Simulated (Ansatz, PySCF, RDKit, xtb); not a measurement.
# LiSiH3: a search for the lowest isomer

Only the formula LiSiH3 is given. Aim: find the structure of lowest free energy at 298.15 K, then its properties.

Plan: many cheap relaxations first (GFN2-xTB), then density-functional screening, relaxation at B3LYP-D3(BJ)/def2-SVP, vibrations and a final energy. The numbers are computed, not measured.

4 further runs of the same task are left out: 4 set aside as unsound or not needed.

## 1. Drawing up candidates

A program enumerates the bonding patterns with one Lewis structure each (two rings at most, one unusual centre or charged pair), with their diastereomers. O–O, O–halogen and N–halogen bonds and N–N–N chains are not drawn. That gives 2 candidates.

```
label         SMILES     spin
 c488  [LiH-][SiH2+]  singlet
 c647     [Li][SiH3]  singlet
```

Candidates are built by distance geometry, with a force field where one applies, in up to four conformers (letters a to d). 16 starts with atoms placed at random are added, to find patterns that the rules miss.

Q: Predict the outcome of this search (final energies at CCSD(T)/def2-TZVPP).

| quantity | value |
| --- | --- |
| lowest structure found | [Li][SiH3], singlet, C3v |
| next finalist | [Li][H][SiH2] ‡, singlet, 5.0 kcal/mol higher in G |
| share at equilibrium, among the finalists | 100.0 % |
| harmonic wavenumbers, lowest and highest (B3LYP-D3(BJ)/def2-SVP) | 321 and 2114 cm⁻¹ |
| rotational constants, same geometry | 3.001, 0.4188 cm⁻¹ |
| dipole moment (PBE0/def2-TZVPD) | 7.18 D |
| HOMO energy (PBE0/def2-TZVPD) | -5.50 eV |
| LUMO energy (PBE0/def2-TZVPD) | -1.45 eV |
| HOMO–LUMO gap (PBE0/def2-TZVPD) | 4.05 eV |
| lowest excitation (TD-B3LYP/def2-SVPD) | 2.90 eV (f = 0.135) |
| lowest triplet excitation, same level, Tamm-Dancoff | 2.53 eV |
| vertical ionisation energy | 7.60 eV |
| vertical electron affinity | 0.59 eV |
| vertical triplet less singlet | +2.86 eV |

The lowest structure found is `[Li][SiH3]`. The margin of 5.0 kcal/mol over the next finalist is beyond the usual error of the last level; it says nothing of structures that weren't ranked. B3LYP-D3(BJ)/def2-SVP, HF/def2-TZVPP and MP2/def2-TZVPP already put its bonding pattern lowest among the structures in one piece. One minimum inside the window was never screened. Lowest found is not proven lowest: the search is finite, and each finalist counts with one conformer. Bonds to the alkali or alkaline-earth atom are largely ionic, and its place along soft bends is ill-defined. The lowest isomer need not be the one that is made and kept in a bottle, which depends on barriers.

‡ marks the bonded skeleton alone, with all bonds drawn single: no Lewis structure was assigned that passes a check against the bond lengths.
